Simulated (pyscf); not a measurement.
## Substitution at C: `[CH3][Zn][CH3]` + `[CH3]` [doublet] → `[CH3][CH3]` + `[CH3][Zn]` [doublet]

Gas phase, doublet surface, charge 0. Bonds broken: C1–Zn2. Bonds formed: C1–C10. PySCF, gas phase, ωB97X-D3(BJ)/def2-SVP geometries.

Transition state (Å):

```xyz
13

C     -0.8875     1.0919     0.7440
Zn    -0.0746    -0.2501    -0.8753
C      0.6408    -1.4280    -2.3039
H     -1.6330     1.4865     0.0538
H     -1.1207     0.2233     1.3595
H      0.0820     1.5810     0.8369
H     -0.1204    -2.1547    -2.6360
H      0.9530    -0.8386    -3.1832
H      1.5179    -1.9950    -1.9473
C     -1.6326     2.3229     2.2266
H     -2.6824     2.0298     2.3546
H     -1.0195     2.1213     3.1143
H     -1.5159     3.3463     1.8478
```

One imaginary mode, 1103i cm⁻¹; descent along it reached the two sides named.

```tsv
bond	change	reactant side (Å)	saddle	product side
C1–Zn2	breaks	1.947	2.255	3.9
C1–C10	forms	3.6	2.066	1.527
```

Electronic energies relative to the separated reactants (kcal/mol):

```
level                   barrier  reaction energy  reverse barrier
----------------------  -------  ---------------  ---------------
ωB97X-D3(BJ)/def2-TZVP     30.9            -20.7             51.6
PBE/def2-TZVP              20.0            -23.5             43.5
r²SCAN/def2-TZVP           26.0            -19.1             45.1
B3LYP-D3(BJ)/def2-TZVP     24.2            -23.6             47.8
PBE0-D3(BJ)/def2-TZVP      25.1            -23.5             48.6
M06-2X/def2-TZVP           25.3            -26.9             52.2
ωB97M-D3(BJ)/def2-TZVP     29.5            -22.8             52.3
HF/def2-TZVP               44.6            -23.0             67.7
```

With ωB97M-D3(BJ)/def2-TZVP energies and thermal terms (ideal gas, 1 atm, RRHO with modes under 100 cm⁻¹ raised to 100, one conformer, R ln 2 for rigid chiral ones), in kcal/mol:

```json
[
 {"T (K)": "298", "ΔH‡": "31.5", "ΔG‡": "40.6", "ΔH": "-18.5", "ΔG": "-17.8"},
 {"T (K)": "600", "ΔH‡": "31.5", "ΔG‡": "50.0", "ΔH": "-20.0", "ΔG": "-16.4"},
 {"T (K)": "900", "ΔH‡": "31.9", "ΔG‡": "59.1", "ΔH": "-20.9", "ΔG": "-14.4"},
 {"T (K)": "1200", "ΔH‡": "32.4", "ΔG‡": "68.1", "ΔH": "-21.4", "ΔG": "-12.1"}
]
```

This is the saddle that the search found; another between the same sides may lie lower. The angle at the attacked C is 180°. Elements up to Kr have no core potential and no relativistic terms here.
